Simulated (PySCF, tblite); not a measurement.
# B₂NH₅: dynamics, then NMR shifts and electronic excitations on frames

How do NMR shifts and electronic excitations of B₂NH₅ (`BNB`) change as the atoms move?

The runs use tblite 0.8.0 and PySCF 2.14.0, with density-fitted response routines of our own; the level of theory stands in each step. All values are computed, except where a source is named. Atoms count from 0, in the outputs and in this text.

## (1) The starting structure

8 atoms, charge 0, multiplicity 1; geometry from: GFN2-xTB.

Bonds of the start (Å): B0–N1 1.41, N1–B2 1.41, B0–H3 1.17, B0–H4 1.17, N1–H5 1.01, B2–H6 1.17, B2–H7 1.17.

## (2) A short Langevin run with GFN2-xTB

Job settings and geometry (Å):

```
{"job": {"kind": "md", "xc": "GFN2-xTB", "basis": "xTB", "temperature": 300, "steps": 2000, "every": 50, "frames": 5}, "charge": 0, "multiplicity": 1}
B      1.088339     0.155182     0.670818
N      0.118555    -0.384488    -0.197522
B     -1.166607     0.111709    -0.493489
H      2.114241    -0.398293     0.799743
H      0.849928     1.143844     1.246081
H      0.379403    -1.241486    -0.668665
H     -1.847537    -0.473536    -1.247468
H     -1.527265     1.096480     0.021418
```

With the program's defaults for keys left out, this is: GFN2-xTB Langevin dynamics, gas phase.

Run with:

```bash
> OMP_NUM_THREADS=1 python probes_run.py task.json out
```

This one command runs all jobs of the session in turn.

Log:

```text
t/fs     T/K      E/eV
    0.0   234.1   -217.34957
   25.0   122.3   -217.23955
   50.0   197.3   -217.20350
   75.0   274.7   -217.17376
  100.0   103.5   -217.07573
  125.0   209.2   -217.15605
  150.0   266.3   -217.22773
  175.0   223.0   -217.08504
  200.0   271.3   -217.10952
  225.0   486.0   -217.16052
  250.0   364.8   -217.13703
  275.0   254.4   -216.97666
  300.0   292.2   -217.04879
  325.0   191.2   -217.03425
  350.0   272.3   -217.12121
  375.0   300.1   -216.99906
  400.0   310.4   -217.07537
  425.0   313.6   -217.05211
  450.0   342.6   -216.99601
  475.0   262.5   -216.85695
  500.0   361.8   -217.11124
  525.0   296.9   -217.01730
  550.0   273.5   -217.03781
  575.0   225.7   -217.02712
  600.0   349.3   -217.04329
  625.0   373.3   -217.08650
  650.0   401.3   -217.11946
  675.0   341.9   -217.12787
  700.0   254.8   -216.95743
  725.0   297.3   -216.98928
  750.0   401.5   -217.09414
  775.0   285.1   -217.13116
  800.0   234.3   -217.15326
  825.0   216.2   -217.13117
  850.0   411.6   -217.16959
  875.0   362.4   -217.13983
  900.0   238.8   -217.08111
  925.0   350.9   -217.20128
  950.0   225.1   -217.13388
  975.0   201.4   -217.09243
 1000.0   300.4   -217.15245
```

Run time: 4 s. Hardware: 1 thread of Arm Neoverse V1, shared host; peak memory 0.18 GiB.

Distance from the start (root mean square after alignment): 0 fs 0.00 Å, 200 fs 0.14 Å, 400 fs 0.14 Å, 600 fs 0.16 Å, 800 fs 0.14 Å, 1000 fs 0.07 Å.

Positions (Å) and forces (eV/Å) at 1000 fs:

```xyz
8

B    -0.711   -0.608    0.353    0.597    0.765   -0.004
N    -1.623   -0.818   -0.715    0.885   -0.549    1.158
B    -1.810   -0.123   -1.881   -1.074    0.762   -1.612
H    -0.546   -1.332    1.270   -0.361   -0.138   -0.324
H     0.007    0.375    0.356   -0.692   -0.621   -0.200
H    -2.130   -1.670   -0.762   -0.367   -0.883    0.639
H    -2.627   -0.531   -2.701    0.777    0.284    0.608
H    -1.300    0.904   -1.992    0.235    0.380   -0.265
```

## (3) NMR shieldings: 250 fs, PBE0/pcSseg-1

Job settings and geometry (Å):

```
{"job": {"kind": "nmr", "xc": "PBE0", "basis": "pcSseg-1", "pop": false}, "charge": 0, "multiplicity": 1}
B      0.573500    -0.206600     0.752900
N      0.368600    -0.304000    -0.607800
B     -0.656500    -0.957700    -1.322300
H      1.603100     0.305000     1.045000
H     -0.053600    -0.632800     1.582300
H      1.100900     0.180300    -1.086000
H     -0.543900    -1.156800    -2.443500
H     -1.559100    -1.320800    -0.607600
```

Level: GIAO PBE0/pcSseg-1 NMR shielding, non-relativistic, gas phase.

Log:

```text
coarse grid: 6336 points
cycle   1  E = -107.2961928481  dE =  1.262e-01  |g| = 2.954e-01  |ddm| = 2.207e+00
cycle   2  E = -107.2912210645  dE =  4.972e-03  |g| = 3.563e-01  |ddm| = 4.514e-01
cycle   3  E = -107.3179675615  dE = -2.675e-02  |g| = 5.069e-02  |ddm| = 2.341e-01
cycle   4  E = -107.3185658651  dE = -5.983e-04  |g| = 9.949e-03  |ddm| = 4.309e-02
cycle   5  E = -107.3185920109  dE = -2.615e-05  |g| = 1.462e-03  |ddm| = 9.638e-03
cycle   6  E = -107.3185925979  dE = -5.870e-07  |g| = 5.112e-04  |ddm| = 1.998e-03
final grid: 60272 points
cycle   7  E = -107.3318208512  dE = -2.328e-05  |g| = 5.756e-03  |ddm| = 1.465e-02
cycle   8  E = -107.3318159533  dE =  4.898e-06  |g| = 7.716e-03  |ddm| = 8.953e-03
cycle   9  E = -107.3318286060  dE = -1.265e-05  |g| = 7.213e-04  |ddm| = 4.672e-03
cycle  10  E = -107.3318287411  dE = -1.352e-07  |g| = 6.468e-05  |ddm| = 5.841e-04
cycle  11  E = -107.3318287421  dE = -9.477e-10  |g| = 1.731e-05  |ddm| = 6.938e-05
converged SCF energy = -107.3318287421

GIAO shielding tensors (ppm)
atom      isotropic    diamagn.    paramagn.     s11        s22        s33       span
  0 B       49.961     196.380    -146.419      1.852     28.383    119.648    117.795
  1 N       72.037     320.206    -248.169   -103.202     67.659    251.655    354.858
  2 B       48.631     195.873    -147.242      2.256     27.302    116.335    114.079
  3 H       26.337      30.785      -4.447     24.662     26.581     27.769      3.108
  4 H       26.441      31.817      -5.376     23.537     27.611     28.176      4.639
  5 H       23.888      31.625      -7.738     20.783     24.968     25.911      5.128
  6 H       26.303      29.883      -3.580     23.975     27.436     27.498      3.522
  7 H       25.841      29.918      -4.078     23.672     26.368     27.482      3.810
```

Run time: 3.8 s. Hardware: 1 thread of Arm Neoverse V1, shared host; peak memory 0.36 GiB.

The references, computed at this level on geometries of the same kind, shield at (ppm): 1H TMS 31.72, 15N NH3 267.7, 11B BF3·OEt2 100.1. Their shielding less the atom's gives the shift. The references are single molecules in the gas phase, so shifts against H2O, NH3, PH3, H3PO4 or CFCl3 are not on the usual liquid scales and can be off by tens of ppm. Each atom is listed at this fixed geometry, with no averaging over motion; a spectrum would average atoms that exchange fast.

| atoms | environment | σ (ppm) | δ (ppm) |
| --- | --- | --- | --- |
| H5 | hydrogen on a nitrogen bonded to 2 B | 23.89 | 7.83 |
| H7 | hydrogen on a boron bonded to N | 25.84 | 5.88 |
| H6 | hydrogen on a boron bonded to N | 26.30 | 5.41 |
| H3 | hydrogen on a boron bonded to N | 26.34 | 5.38 |
| H4 | hydrogen on a boron bonded to N | 26.44 | 5.28 |
| B2 | boron bonded to N, 2 H | 48.6 | 51.4 |
| B0 | boron bonded to N, 2 H | 50.0 | 50.1 |
| N1 | nitrogen bonded to 2 B, H | 72.0 | 195.7 |

Orbitals, density, ELF and potential are computed afterwards from the orbital file.

Frontier orbitals at PBE0/pcSseg-1, with the share of their density that lies nearest to each atom:

| orbital | energy (eV) | lies on |
| --- | --- | --- |
| HOMO | -9.12 | H3 40 %; H4 25 %; B0 16 % |
| LUMO | -1.36 | B2 34 %; B0 26 %; H6 11 % |

ELF in a plane through or near 8 of the atoms.

Ten even steps from '0' (0.00) to '9' (1.00):
```
0000000000000000000000000000
0000000000000000000000000000
0000000000000000000000000000
0000000034410000366400000000
0000002699983006999962000000
0000005999996009999984000000
0000005999998009999984000000
0000002799997007999962000000
0000001378544213657742100000
0000257862836767293588740000
0000799997248438614999981000
0001999999647217659999991000
0000799998326996227999980000
0000279983038996102799730000
0000004520038996100143000000
0000000000016994000000000000
0000000000000110000000000000
0000000000000000000000000000
0000000000000000000000000000
0000000000000000000000000000
```
The map spans 9.7 Å across and 8.0 Å up, centred on the molecule. Atoms in the plane (x, y in Å): B0 (-1.2, 0.2), N1 (0.0, -0.4), B2 (1.3, 0.1), H3 (-2.1, -0.6), H4 (-1.4, 1.3), H5 (-0.1, -1.4), H6 (2.2, -0.5), H7 (1.3, 1.3).

On the surface of density 0.002 e/bohr³ the electrostatic potential runs, from the 1st to the 99th percentile, from -0.36 to 1.76 V.

## (4) Ultraviolet spectrum: 250 fs, PBE0/def2-SVPD

Same as in step 3 but for these lines:

```diff
@@ -1,2 +1,2 @@
-{"job": {"kind": "nmr", "xc": "PBE0", "basis": "pcSseg-1", "pop": false}, "charge": 0, "multiplicity": 1}
+{"job": {"kind": "uv", "xc": "PBE0", "basis": "def2-SVPD", "nstates": 5, "ntriplets": 0}, "charge": 0, "multiplicity": 1}
 B      0.573500    -0.206600     0.752900
```

Method: TDDFT PBE0/def2-SVPD, vertical, gas phase, core orbitals frozen in the response.

Log:

```text
coarse grid: 6336 points
cycle   1  E = -107.2347147396  dE =  1.057e-01  |g| = 2.892e-01  |ddm| = 4.351e+00
cycle   2  E = -107.2293974429  dE =  5.317e-03  |g| = 3.478e-01  |ddm| = 1.160e+00
cycle   3  E = -107.2558954378  dE = -2.650e-02  |g| = 4.855e-02  |ddm| = 3.226e-01
cycle   4  E = -107.2564557074  dE = -5.603e-04  |g| = 1.098e-02  |ddm| = 1.003e-01
cycle   5  E = -107.2564894507  dE = -3.374e-05  |g| = 1.414e-03  |ddm| = 2.617e-02
cycle   6  E = -107.2564900240  dE = -5.733e-07  |g| = 4.748e-04  |ddm| = 3.331e-03
final grid: 60272 points
cycle   7  E = -107.2697829072  dE = -2.046e-05  |g| = 5.380e-03  |ddm| = 9.971e-02
cycle   8  E = -107.2697780809  dE =  4.826e-06  |g| = 7.329e-03  |ddm| = 1.723e-02
cycle   9  E = -107.2697900264  dE = -1.195e-05  |g| = 6.146e-04  |ddm| = 6.203e-03
cycle  10  E = -107.2697901304  dE = -1.041e-07  |g| = 6.205e-05  |ddm| = 1.474e-03
cycle  11  E = -107.2697901314  dE = -9.619e-10  |g| = 1.717e-05  |ddm| = 1.622e-04
converged SCF energy = -107.2697901314

Static polarisability (au): isotropic 37.271, principal 27.955 36.640 47.217

Singlet excitations
state   eV       nm        f      main configurations
  1   6.0390    205.3   0.00485   H->L 0.95
  2   6.2445    198.5   0.01773   H-1->L 0.91
  3   7.4789    165.8   0.28309   H-2->L 0.90
  4   7.9489    156.0   0.01554   H->L+1 0.72, H-3->L 0.23
  5   8.1969    151.3   0.02332   H-3->L 0.69, H->L+1 0.19
```

It took 4.2 s on 1 thread of Arm Neoverse V1, shared host; peak memory 0.43 GiB.

The orbitals next to the gap, with their largest atomic shares:

| orbital | eV | atoms |
| --- | --- | --- |
| HOMO−3 | -11.23 | B2 23 %, B0 21 %, N1 20 % |
| HOMO−2 | -10.06 | N1 48 %, B2 21 %, B0 12 % |
| HOMO−1 | -9.32 | B2 32 %, N1 23 %, H7 18 % |
| HOMO | -9.10 | B0 38 %, H3 24 %, H4 16 % |
| LUMO | -1.40 | B2 36 %, B0 27 %, N1 16 % |
| LUMO+1 | 0.51 | B0 28 %, N1 22 %, B2 21 % |
| LUMO+2 | 0.59 | B2 34 %, B0 33 %, H5 15 % |

With each of the 5 states as a Gaussian band of 0.4 eV half-width at 1/e, the curve within the window shown has maxima at 200 nm (ε 880), 166 nm (ε 12,000) L/(mol cm). Beyond the last state computed it falls off for lack of states. The curve at chosen wavelengths:

```
 nm  ε (L/mol/cm)
146           652
149          1240
153          2402
156          4109
159          6879
162          9918
166         11648
169         10231
172          7366
176          3607
179          1781
182           830
185           474
189           477
192           619
195           767
198           860
202           855
205           764
208           627
212           430
215           299
218           196
221           122
225            60
228            33
```

Leading natural transition orbitals of singlet state 3: the hole lies on N1 60 %; B0, B2 about 11 % each; H5 7 %; the particle on B2 34 %; B0 25 %; H6 12 %.

Leading natural transition orbitals of singlet state 1: the hole lies on H3 41 %; H4 27 %; B0 16 %; the particle on B0 35 %; B2 27 %; H3, H4, H6 about 9 % each.

Ground-state properties from the same run:

| property | computed |
| --- | --- |
| dipole moment (D) | 1.22 |
| polarisability (Å³) | 5.52 |
| HOMO–LUMO gap (eV) | 7.71 |
| −ε(HOMO) (eV) | 9.10 |

## (5) Shielding tensors: 425 fs, PBE0/pcSseg-1

Job settings and geometry (Å):

```
{"job": {"kind": "nmr", "xc": "PBE0", "basis": "pcSseg-1", "pop": false}, "charge": 0, "multiplicity": 1}
B      0.495400    -0.367000     0.434100
N     -0.238700    -0.375700    -0.834200
B     -0.436600    -1.293400    -1.822000
H      0.366200     0.610000     1.124100
H      0.916000    -1.365200     0.673900
H     -0.514100     0.585000    -1.040200
H     -0.927800    -0.868600    -2.792900
H     -0.255000    -2.447800    -1.688900
```

Level: GIAO PBE0/pcSseg-1 NMR shielding, non-relativistic, gas phase.

Log:

```text
coarse grid: 6336 points
cycle   1  E = -107.2912919680  dE =  8.078e-02  |g| = 2.979e-01  |ddm| = 2.197e+00
cycle   2  E = -107.2831102049  dE =  8.182e-03  |g| = 3.774e-01  |ddm| = 4.712e-01
cycle   3  E = -107.3139135411  dE = -3.080e-02  |g| = 5.165e-02  |ddm| = 2.490e-01
cycle   4  E = -107.3145374480  dE = -6.239e-04  |g| = 1.045e-02  |ddm| = 4.474e-02
cycle   5  E = -107.3145658287  dE = -2.838e-05  |g| = 2.203e-03  |ddm| = 1.022e-02
cycle   6  E = -107.3145671992  dE = -1.371e-06  |g| = 6.511e-04  |ddm| = 2.523e-03
final grid: 60272 points
cycle   7  E = -107.3274187325  dE = -2.134e-05  |g| = 5.463e-03  |ddm| = 1.536e-02
cycle   8  E = -107.3274137343  dE =  4.998e-06  |g| = 7.515e-03  |ddm| = 8.660e-03
cycle   9  E = -107.3274258672  dE = -1.213e-05  |g| = 7.178e-04  |ddm| = 4.563e-03
cycle  10  E = -107.3274260020  dE = -1.348e-07  |g| = 7.467e-05  |ddm| = 5.873e-04
cycle  11  E = -107.3274260033  dE = -1.289e-09  |g| = 2.259e-05  |ddm| = 7.862e-05
cycle  12  E = -107.3274260035  dE = -1.302e-10  |g| = 6.575e-06  |ddm| = 2.505e-05
converged SCF energy = -107.3274260035

GIAO shielding tensors (ppm)
atom      isotropic    diamagn.    paramagn.     s11        s22        s33       span
  0 B       44.181     196.570    -152.389     -6.991     23.745    115.789    122.781
  1 N       63.496     321.638    -258.142   -120.344     63.689    247.143    367.487
  2 B       54.249     194.673    -140.423     11.068     30.703    120.977    109.910
  3 H       25.523      30.044      -4.522     23.011     26.435     27.121      4.110
  4 H       26.622      32.166      -5.543     22.683     28.149     29.035      6.352
  5 H       23.537      32.226      -8.689     20.304     24.368     25.940      5.636
  6 H       26.540      29.505      -2.965     24.898     26.782     27.940      3.042
  7 H       26.095      29.762      -3.666     24.309     26.738     27.239      2.930
```

Run time: 2.1 s. Hardware: 1 thread of Arm Neoverse V1, shared host; peak memory 0.43 GiB.

This run: δ B0 55.9, B2 45.8, N1 204.2, H5 8.18, H3 6.19 ppm.

## (6) TDDFT and polarisability: 425 fs, PBE0/def2-SVPD

Same as in step 5 but for these lines:

```diff
@@ -1,2 +1,2 @@
-{"job": {"kind": "nmr", "xc": "PBE0", "basis": "pcSseg-1", "pop": false}, "charge": 0, "multiplicity": 1}
+{"job": {"kind": "uv", "xc": "PBE0", "basis": "def2-SVPD", "nstates": 5, "ntriplets": 0}, "charge": 0, "multiplicity": 1}
 B      0.495400    -0.367000     0.434100
```

Level: TDDFT PBE0/def2-SVPD, vertical, gas phase, core orbitals frozen in the response.

Log:

```text
coarse grid: 6336 points
cycle   1  E = -107.2297720146  dE =  6.055e-02  |g| = 2.915e-01  |ddm| = 4.064e+00
cycle   2  E = -107.2210737147  dE =  8.698e-03  |g| = 3.697e-01  |ddm| = 1.033e+00
cycle   3  E = -107.2518311901  dE = -3.076e-02  |g| = 4.901e-02  |ddm| = 3.509e-01
cycle   4  E = -107.2524048072  dE = -5.736e-04  |g| = 1.152e-02  |ddm| = 1.012e-01
cycle   5  E = -107.2524417197  dE = -3.691e-05  |g| = 2.016e-03  |ddm| = 2.365e-02
cycle   6  E = -107.2524428860  dE = -1.166e-06  |g| = 6.596e-04  |ddm| = 4.299e-03
final grid: 60272 points
cycle   7  E = -107.2653007079  dE = -1.939e-05  |g| = 5.182e-03  |ddm| = 6.524e-02
cycle   8  E = -107.2652955351  dE =  5.173e-06  |g| = 7.267e-03  |ddm| = 1.417e-02
cycle   9  E = -107.2653073929  dE = -1.186e-05  |g| = 6.069e-04  |ddm| = 6.247e-03
cycle  10  E = -107.2653074950  dE = -1.021e-07  |g| = 7.057e-05  |ddm| = 1.465e-03
cycle  11  E = -107.2653074963  dE = -1.274e-09  |g| = 2.225e-05  |ddm| = 1.542e-04
cycle  12  E = -107.2653074965  dE = -1.389e-10  |g| = 5.969e-06  |ddm| = 4.958e-05
converged SCF energy = -107.2653074965

Static polarisability (au): isotropic 37.973, principal 28.401 36.726 48.793

Singlet excitations
state   eV       nm        f      main configurations
  1   5.8063    213.5   0.00626   H->L 0.96
  2   6.4451    192.4   0.02586   H-1->L 0.63, H-2->L 0.34
  3   7.2014    172.2   0.26655   H-2->L 0.64, H-1->L 0.33
  4   7.7049    160.9   0.02100   H->L+1 0.40, H-3->L 0.37, H->L+2 0.18
  5   8.0009    155.0   0.01097   H-3->L 0.59, H->L+1 0.31
```

It took 2.7 s on 1 thread of Arm Neoverse V1, shared host; peak memory 0.44 GiB.

Key values: HOMO -8.95 eV, LUMO -1.54 eV; lowest singlet 5.81 eV.

## (7) Nuclear shieldings: 625 fs, PBE0/pcSseg-1

Job settings and geometry (Å):

```
{"job": {"kind": "nmr", "xc": "PBE0", "basis": "pcSseg-1", "pop": false}, "charge": 0, "multiplicity": 1}
B      0.105000    -0.087700    -0.228600
N     -0.816700    -0.557400    -1.172400
B     -0.668100    -1.529700    -2.216000
H     -0.128600     0.978200     0.200900
H      1.023900    -0.677400     0.170500
H     -1.578600    -0.002600    -1.500000
H     -1.513800    -1.571500    -3.035200
H      0.378600    -2.048300    -2.371100
```

Level: GIAO PBE0/pcSseg-1 NMR shielding, non-relativistic, gas phase.

Log:

```text
coarse grid: 6336 points
cycle   1  E = -107.2966039956  dE =  7.150e-02  |g| = 2.823e-01  |ddm| = 2.194e+00
cycle   2  E = -107.2905225369  dE =  6.081e-03  |g| = 3.515e-01  |ddm| = 4.335e-01
cycle   3  E = -107.3165635120  dE = -2.604e-02  |g| = 4.872e-02  |ddm| = 2.301e-01
cycle   4  E = -107.3171255206  dE = -5.620e-04  |g| = 9.853e-03  |ddm| = 4.136e-02
cycle   5  E = -107.3171517793  dE = -2.626e-05  |g| = 1.442e-03  |ddm| = 9.821e-03
cycle   6  E = -107.3171523700  dE = -5.907e-07  |g| = 4.468e-04  |ddm| = 1.967e-03
final grid: 60272 points
cycle   7  E = -107.3303821726  dE = -2.184e-05  |g| = 6.156e-03  |ddm| = 1.482e-02
cycle   8  E = -107.3303752917  dE =  6.881e-06  |g| = 8.594e-03  |ddm| = 9.695e-03
cycle   9  E = -107.3303909978  dE = -1.571e-05  |g| = 7.318e-04  |ddm| = 5.159e-03
cycle  10  E = -107.3303911431  dE = -1.454e-07  |g| = 6.465e-05  |ddm| = 6.185e-04
cycle  11  E = -107.3303911441  dE = -9.517e-10  |g| = 1.630e-05  |ddm| = 6.859e-05
converged SCF energy = -107.3303911441

GIAO shielding tensors (ppm)
atom      isotropic    diamagn.    paramagn.     s11        s22        s33       span
  0 B       50.086     197.148    -147.061      1.083     28.018    121.158    120.075
  1 N       70.046     316.861    -246.815   -113.996     72.606    251.528    365.525
  2 B       46.187     194.199    -148.011     -2.103     24.540    116.125    118.227
  3 H       26.317      31.501      -5.184     24.487     26.916     27.549      3.062
  4 H       25.876      31.198      -5.322     23.292     26.846     27.490      4.198
  5 H       23.693      31.486      -7.793     20.571     24.373     26.135      5.565
  6 H       25.991      28.622      -2.631     23.596     26.731     27.644      4.048
  7 H       25.971      29.443      -3.472     23.688     26.735     27.490      3.801
```

Wall time 1.9 s (1 thread of Arm Neoverse V1, shared host); peak memory 0.44 GiB.

Key values: δ B2 53.9, B0 50.0, N1 197.7, H5 8.02, H4 5.84 ppm.

## (8) Ultraviolet spectrum: 625 fs, PBE0/def2-SVPD

Same as in step 7 but for these lines:

```diff
@@ -1,2 +1,2 @@
-{"job": {"kind": "nmr", "xc": "PBE0", "basis": "pcSseg-1", "pop": false}, "charge": 0, "multiplicity": 1}
+{"job": {"kind": "uv", "xc": "PBE0", "basis": "def2-SVPD", "nstates": 5, "ntriplets": 0}, "charge": 0, "multiplicity": 1}
 B      0.105000    -0.087700    -0.228600
```

With the program's defaults for keys left out, this is: TDDFT PBE0/def2-SVPD, vertical, gas phase, core orbitals frozen in the response.

Log:

```text
coarse grid: 6336 points
cycle   1  E = -107.2356082054  dE =  5.079e-02  |g| = 2.768e-01  |ddm| = 3.674e+00
cycle   2  E = -107.2292324379  dE =  6.376e-03  |g| = 3.432e-01  |ddm| = 8.487e-01
cycle   3  E = -107.2549987836  dE = -2.577e-02  |g| = 4.701e-02  |ddm| = 3.061e-01
cycle   4  E = -107.2555343649  dE = -5.356e-04  |g| = 1.059e-02  |ddm| = 9.514e-02
cycle   5  E = -107.2555664354  dE = -3.207e-05  |g| = 1.431e-03  |ddm| = 2.061e-02
cycle   6  E = -107.2555670425  dE = -6.071e-07  |g| = 4.140e-04  |ddm| = 3.220e-03
final grid: 60272 points
cycle   7  E = -107.2688605474  dE = -1.873e-05  |g| = 5.840e-03  |ddm| = 4.242e-02
cycle   8  E = -107.2688535637  dE =  6.984e-06  |g| = 8.294e-03  |ddm| = 1.383e-02
cycle   9  E = -107.2688688703  dE = -1.531e-05  |g| = 6.227e-04  |ddm| = 7.171e-03
cycle  10  E = -107.2688689824  dE = -1.122e-07  |g| = 6.241e-05  |ddm| = 1.297e-03
cycle  11  E = -107.2688689834  dE = -9.762e-10  |g| = 1.618e-05  |ddm| = 1.246e-04
converged SCF energy = -107.2688689834

Static polarisability (au): isotropic 37.969, principal 28.550 36.822 48.536

Singlet excitations
state   eV       nm        f      main configurations
  1   6.0191    206.0   0.01167   H->L 0.86, H-1->L 0.08
  2   6.1462    201.7   0.01339   H-1->L 0.85
  3   7.2764    170.4   0.25866   H-2->L 0.88
  4   7.8007    158.9   0.03131   H->L+1 0.63, H-1->L+1 0.15, H-3->L 0.14
  5   8.0927    153.2   0.01242   H-1->L+1 0.37, H-3->L 0.29, H->L+1 0.25
```

Wall time 2.6 s (1 thread of Arm Neoverse V1, shared host); peak memory 0.44 GiB.

Key values: HOMO -9.11 eV, LUMO -1.45 eV; lowest singlet 6.02 eV.

[end of part 1 of 2]
